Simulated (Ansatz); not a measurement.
# BClH3: the cost of one run

All numbers below are computed with Ansatz 0.2.0 (UKS B3LYP-D4/def2-SVP).

## 1. The system as given

Bond lengths: B2–Cl3 1.831 Å, B2–H4 1.168 Å, B2–H5 1.168 Å. Angles: Cl3–B2–H4 114.5°, Cl3–B2–H5 114.3°, H4–B2–H5 124.3°.

Structure file:

```xyz
5

H    -0.3152   -1.0335    0.5988
B     0.0318    0.3406    0.0829
Cl    0.1525   -1.0475   -1.1044
H     1.0594    0.7456    0.4616
H    -0.9285    0.9947   -0.0389
```

## 2. Run 1

150 steps of 0.5 fs at constant energy, with velocities drawn for 100 K.

The input, input.yaml:

```yaml
crystal:
  periodic: [false, false, false]
  atoms:
    - { symbol: H, position_ang: [-0.3152, -1.0335, 0.5988] }
    - { symbol: B, position_ang: [0.0318, 0.3406, 0.0829] }
    - { symbol: Cl, position_ang: [0.1525, -1.0475, -1.1044] }
    - { symbol: H, position_ang: [1.0594, 0.7456, 0.4616] }
    - { symbol: H, position_ang: [-0.9285, 0.9947, -0.0389] }
magnetization:
  spin_polarized: true
  initial_magnetization: 1
basis:
  gaussian: { orbitals: def2-SVP }
hamiltonian:
  xc: b3lyp
  dispersion: d4
md:
  timestep: 0.5
  n_steps: 150
  ensemble: nve
  temperature: 100.0
  initial_velocities: maxwell_boltzmann
  seed: 102387
```

The run is started by

```console
ansatz run input.yaml --threads 1 --pin off --max-ram 2048MiB --backend cpu --events-out ev --progress --plain --runs-dir out
```

**Question.** How long does this run take on 1 thread of Arm Neoverse V1, shared host, and how much memory does it need?

About 3.6 min, with a peak of 0.1 GiB.
